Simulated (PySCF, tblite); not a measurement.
Isomers of C5H11S (doublet state). Calculated harmonic vibrations of the isolated species, GFN2-xTB (tblite), most abundant isotopes, no scaling. Against measured fundamentals such values can be off by several per cent, at times by over 20. Modes of hydrogen on sulfur can be 10 to 20 % off. One conformer each. Open shells enter through the occupations alone, without spin polarisation, and single modes of such species can be off by tens of per cent.

Electronic energies: B3LYP/pcH-1 single points on the GFN2-xTB geometries (PySCF, gas phase).

```json
{"SMILES": "CC[CH]CCS", "electronic energy, lowest = 0 (kcal/mol)": "1.0"}
{"SMILES": "CCC[CH]CS", "electronic energy, lowest = 0 (kcal/mol)": "0.0"}
{"SMILES": "C[CH]C[C@H](C)S", "electronic energy, lowest = 0 (kcal/mol)": "0.4"}
```

How do GFN2-xTB zero-point energies change the relative energies?

```
         SMILES  ZPE (kcal/mol)  of it from modes above 1550 cm⁻¹  electronic (kcal/mol)  with ZPE, lowest = 0 (kcal/mol)  lowest mode (cm⁻¹)  rings
      CCC[CH]CS            89.8                              46.5                    0.0                              0.1                  48      0
C[CH]C[C@H](C)S            89.2                              46.3                    0.4                              0.0                  56      0
      CC[CH]CCS            89.3                              46.1                    1.0                              0.7                  9i      0
```

The zero-point energies span 0.6 kcal/mol, from `C[CH]C[C@H](C)S` to `CCC[CH]CS`. Slightly imaginary modes are left out of the zero-point energy: `CC[CH]CCS` 9.0i cm⁻¹. With it `C[CH]C[C@H](C)S` becomes the lowest.

And how do the electronic energies of GFN2-xTB itself compare?

`CCC[CH]CS` 0.0; `C[CH]C[C@H](C)S` 1.9; `CC[CH]CCS` 4.5 kcal/mol, lowest = 0. Against the energies above, taken from the same isomer `CCC[CH]CS`, the largest difference is 3.5 kcal/mol.
